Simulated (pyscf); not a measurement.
## Addition across a multiple bond or ene-type step: `[O]=[Cr](=[O])=[O]` + `[OH2]` → `[O]=[Cr](=[O])([OH])[OH]`

Gas phase, singlet surface, charge 0. Bonds broken: O5–H6. Bonds formed: Cr2–O5, O4–H6. Single points on ωB97X-D3(BJ)/def2-SVP structures (PySCF, gas phase).

Transition state (Å):

```xyz
7

O      0.4563     1.0037    -1.1298
Cr     0.1213     0.2057     0.1401
O      1.3231     0.1293     1.0851
O     -1.3356     0.5291     0.8140
O     -0.7794    -1.4370    -0.2859
H     -1.5343    -0.5509     0.2707
H     -0.8982    -1.5801    -1.2357
```

One imaginary mode, 1786i cm⁻¹; descent along it reached the two sides named, in the forms told below.

```
bond    change  reactant side (Å)  saddle  product side
------  ------  -----------------  ------  ------------
O5–H6   breaks              0.969   1.290           3.4
Cr2–O5   forms              2.023   1.921         1.731
O4–H6    forms                2.8   1.225         0.968
```

Electronic energies relative to the separated reactants (eV):

```
level                   barrier  reaction energy  reverse barrier
----------------------  -------  ---------------  ---------------
ωB97X-D3(BJ)/def2-TZVP    -0.73            -2.58             1.85
PBE/def2-TZVP             -0.85            -2.52             1.67
r²SCAN/def2-TZVP          -0.95            -2.73             1.79
B3LYP-D3(BJ)/def2-TZVP    -0.76            -2.60             1.84
PBE0-D3(BJ)/def2-TZVP     -0.84            -2.63             1.79
M06-2X/def2-TZVP          -0.87            -2.67             1.81
ωB97M-D3(BJ)/def2-TZVP    -0.69            -2.52             1.83
```

With ωB97M-D3(BJ)/def2-TZVP energies and thermal terms (ideal gas, 1 atm, RRHO with modes under 100 cm⁻¹ raised to 100, one conformer, R ln 2 for chiral ones without a mode under 150 cm⁻¹), in eV:

```tsv
T (K)	ΔH‡	ΔG‡	ΔH	ΔG
298	-0.76	-0.31	-2.46	-2.01
600	-0.75	0.14	-2.43	-1.56
900	-0.72	0.59	-2.38	-1.14
1200	-0.69	1.02	-2.33	-0.73
```

On the reactant side the descent ends in an adduct with a Cr–O contact, 1.82 eV under the separated species and 1.09 eV under the saddle at ωB97X-D3(BJ)/def2-TZVP. At ωB97X-D3(BJ)/def2-TZVP, PBE, r²SCAN, B3LYP-D3(BJ), PBE0-D3(BJ), M06-2X, ωB97M-D3(BJ) the saddle lies under the separated reactants, which points to a path from their complex (located at ωB97X-D3(BJ) alone). What is counted as formed (Cr–O) is already present as a longer contact in the reactant adduct; forming that adduct is a step of its own. One saddle was located; it need not be the lowest between these sides.
